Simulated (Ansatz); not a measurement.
# H4SSi: the cost of one run

Method: PBE0-D4/def2-SVP; program: Ansatz 0.2.0, Gaussian basis.

16 further runs of the same task are left out: 16 set aside as unsound or not needed.

**1. Starting geometry**

The first end: 6 atoms, charge 0, spin multiplicity 1.

Atoms are counted from 1 here; the program's logs count them from 0.

Bond lengths: Si1–S2 2.137 Å, Si1–H3 1.485 Å, Si1–H4 1.485 Å, Si1–H5 1.482 Å, S2–H6 1.344 Å. Angles: S2–Si1–H3 111.6°, S2–Si1–H4 111.6°, S2–Si1–H5 104.9°, H3–Si1–H4 108.8°, H3–Si1–H5 110.0°, H4–Si1–H5 109.9°, Si1–S2–H6 94.7°.

Geometry (Å):

```csv
atom,x (Å),y (Å),z (Å)
Si1,-0.4908,-0.0027,0.1936
S2,1.2771,0.8351,-0.6666
H3,-0.2175,-0.6081,1.5217
H4,-1.0921,-1.0352,-0.6881
H5,-1.4223,1.1409,0.3409
H6,1.9456,-0.3301,-0.7014
```

The second end:

```xyz
6

Si   -1.2162   -0.4962    0.2925
S     0.9831    0.3955   -0.1068
H     1.4854    0.4478    1.1418
H    -1.2438   -0.5664   -1.2357
H    -1.6442    0.9705    0.2789
H     1.6356   -0.7512   -0.3706
```

**2. The band at PBE0-D4/def2-SVP**

neb/in.yaml

```yaml
crystal:
  periodic: [false, false, false]
  atoms:
    - {symbol: Si, position_ang: [-0.490769, -0.002690, 0.193609]}
    - {symbol: S, position_ang: [1.277071, 0.835143, -0.666623]}
    - {symbol: H, position_ang: [-0.217528, -0.608081, 1.521686]}
    - {symbol: H, position_ang: [-1.092135, -1.035163, -0.688129]}
    - {symbol: H, position_ang: [-1.422255, 1.140889, 0.340937]}
    - {symbol: H, position_ang: [1.945616, -0.330099, -0.701382]}
basis:
  gaussian: {orbitals: def2-SVP}
hamiltonian: {xc: pbe0, dispersion: d4}
neb:
  images: 5
  climbing: true
  max_iterations: 40
  initial_path: idpp
  final_atoms:
    - {symbol: Si, position_ang: [-1.216189, -0.496213, 0.292490]}
    - {symbol: S, position_ang: [0.983136, 0.395506, -0.106795]}
    - {symbol: H, position_ang: [1.485418, 0.447830, 1.141759]}
    - {symbol: H, position_ang: [-1.243830, -0.566411, -1.235704]}
    - {symbol: H, position_ang: [-1.644164, 0.970478, 0.278917]}
    - {symbol: H, position_ang: [1.635629, -0.751189, -0.370567]}
```

Command:

```console
$ ansatz run in.yaml --threads 2 --pin off --events-out ev --progress --plain --max-ram 4352MiB
```

**Question.** How long does this run take on 2 threads of Arm Neoverse V2, shared host?

About 45 s.
